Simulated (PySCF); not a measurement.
C2F4, SMILES FC(F)=C(F)F (connectivity only; charge and spin as stated), charge -1, multiplicity 2. Atoms are numbered in the order given.

```xyz
6

F     -1.4069    -0.0516     1.1073
C     -0.6579     0.3309     0.0000
F     -1.4069    -0.0516    -1.1073
C      0.6579    -0.3309     0.0000
F      1.4069     0.0516    -1.1073
F      1.4069     0.0516     1.1073
```
Charge -1, spin multiplicity 2.

The structure is a stationary point at ωB97X-D3(BJ)/def2-SVPD. The multiplicity is an assumed one; other spin states were not compared.

Computed with PBE/def2-SVPD in PySCF.

Isolated molecule, no solvent. A positive occupied level means that this level leaves the electron formally unbound; only the finite basis holds it.

Computed frontier levels, dipole moment and polarisability:
- α spin, highest occupied and lowest empty level = 1.64 and 5.00 eV
- β spin, highest occupied and lowest empty level = 0.43 and 2.71 eV
- dipole moment about the centre of nuclear charge = 0.00 D
- mean static polarisability = 53.2 bohr³ (7.88 Å³)
- polarisability, principal values = 45.6, 47.7, 66.2 bohr³
- ⟨S²⟩ = 0.754 (pure state 0.75)
